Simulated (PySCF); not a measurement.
Computed XPS line lists of a few unrelated compounds.

Theory: delta-SCF UKS SCAN, pcX-2 on the ionised atom, pcseg-1 elsewhere, spin-free X2C (PySCF). Geometries: GFN2-xTB; isolated species, one conformer each.

Line lists (1s up to Mg, 2p3/2 beyond; areas count atoms within a level, one atom standing for each set equivalent by bonding):
1. C 1s: 290.19 (area 1), 290.22 (area 1), 290.34 (area 1), 290.47 (area 1), 290.67 (area 1) eV
2. C 1s: 287.39 (area 1), 288.87 (area 1) eV; O 1s: 531.21 (area 2), 532.69 (area 1) eV
3. C 1s: 293.07 (area 1), 294.04 (area 1) eV; N 1s: 406.05 (area 1), 406.05 (area 1) eV

Structures:
A. `C=C=CCC`
B. `[H]/N=C\C#N`
C. `COC(=O)[O-]`

Question: Which list belongs to which compound?

Answer: 
- 1 = A: no other candidate has this set of levels. C 1s: 290.19 central carbon of cumulated double bonds, 290.22 outer carbon of cumulated double bonds, 290.34 outer carbon of cumulated double bonds, 290.47 methyl carbon, 290.67 chain CH2 carbon.
- 2 = C: no other candidate has this set of levels. C 1s: 287.39 methoxy carbon, 288.87 carbonate carbon; O 1s: 531.21 oxygen bonded to C (×2), 532.69 oxygen singly bound to a carbonyl carbon.
- 3 = B: no other candidate has this set of levels. C 1s: 293.07 nitrile carbon, 294.04 imine carbon; N 1s: 406.05 nitrile nitrogen, 406.05 imine nitrogen.

2 of these hole states are spin-contaminated (⟨S²⟩ up to 0.87, against 0.75; counted from 0.85) and less certain.
